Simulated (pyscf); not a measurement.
Structures and frequencies: ωB97X-D3(BJ)/def2-SVP in PySCF.

For [O=Nb(Cl)–Cl]• + H₂O → [HO–Nb(OH)(Cl)–Cl]•, an addition across a multiple bond or ene-type step (doublet surface; H–O broken, H–O, Nb–O formed), PBE/def2-TZVP gives ΔE‡ = 0.06 eV and ΔE = -1.34 eV (zero: the separated reactants). In which direction and how far do B3LYP-D3(BJ)/def2-TZVP, PBE0-D3(BJ)/def2-TZVP, ωB97M-D3(BJ)/def2-TZVP move these?

B3LYP-D3(BJ): ΔE‡ = 0.10 eV, ΔE = -1.53 eV; PBE0-D3(BJ): ΔE‡ = 0.02 eV, ΔE = -1.55 eV; ωB97M-D3(BJ): ΔE‡ = 0.10 eV, ΔE = -1.55 eV. PBE's barrier lies among them. Its reaction energy lies over all of them, by 0.19 to 0.21 eV. On the reactant side the descent ends in an adduct with a Nb–O contact, 1.22 eV under the separated species and 1.23 eV under the saddle at ωB97X-D3(BJ)/def2-TZVP. What is counted as formed (Nb–O) is already present as a longer contact in the reactant adduct; forming that adduct is a step of its own. At the saddle there is also a short H–Nb contact that neither side keeps. This is the saddle that the search found; another between the same sides may lie lower. Open-shell species with a d-block atom are single-reference here; other states, and whether the spin sits on metal or ligand, were not checked. Elements past Kr carry the def2 core potentials, without spin-orbit coupling.
